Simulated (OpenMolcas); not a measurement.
How basis sets differ on AlNH3O (SMILES [NH2][Al][OH])

AlNH3O has 6 atoms, charge 0, and is taken as a doublet. As SMILES, `[NH2][Al][OH]`. The coordinates come from a PBE0-D4/def2-TZVP relaxation. This is one conformer, not always the lowest.

```xyz
6

N    -0.9239    0.2402   -0.7608
Al    0.5952    0.6013    0.0707
O     1.1941   -0.6185    1.1012
H    -1.4343   -0.6236   -0.6572
H    -1.3947    0.8616   -1.3968
H     2.0057   -0.5251    1.5968
```

Quantity: the dipole moment, in D. The values are calculated.

```csv
level,kind,program,value (D)
UB3LYP/6-31G* (spherical functions),global hybrid,OpenMolcas,0.76
UB3LYP/6-31G* (Cartesian functions),global hybrid,OpenMolcas,0.77
UB3LYP/def2-SVP,global hybrid,OpenMolcas,0.71
UB3LYP/6-311G**,global hybrid,OpenMolcas,0.92
UB3LYP/def2-SVPD,global hybrid,OpenMolcas,0.90
```

The values span 0.71 to 0.92 D. Magnitudes only: a small dipole may point the other way at some levels.
